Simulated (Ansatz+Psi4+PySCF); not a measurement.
# doublet CHF₂: levels of theory in one basis

```yaml
atoms:
  - { symbol: C, position_ang: [-0.3404, -0.3544, -0.1070] }
  - { symbol: F, position_ang: [0.4481, -0.3217, 1.0058] }
  - { symbol: F, position_ang: [-0.0547, 0.7312, -0.8822] }
  - { symbol: H, position_ang: [-0.1130, -1.2591, -0.6721] }
```

Basis set: cc-pVTZ (spherical functions). Left uncorrelated: 3 orbitals. Correlation on ROHF uses semicanonical orbitals with singles. Charge 0, multiplicity 2.

Computed with Ansatz (development build ahead of 0.2.0) and Psi4 1.11; each method stands on the lowest determinant of its kind that the runs found.

```json
{"method": "ROHF", "E − E(ROHF) (eV)": "0.00", "<S²> of the determinant": "0.75"}
{"method": "UHF", "E − E(ROHF) (eV)": "-0.07", "<S²> of the determinant": "0.76"}
{"method": "ROHF-MP2", "E − E(ROHF) (eV)": "-17.51", "<S²> of the determinant": "–"}
{"method": "UHF-MP2", "E − E(ROHF) (eV)": "-17.51", "<S²> of the determinant": "0.76"}
```
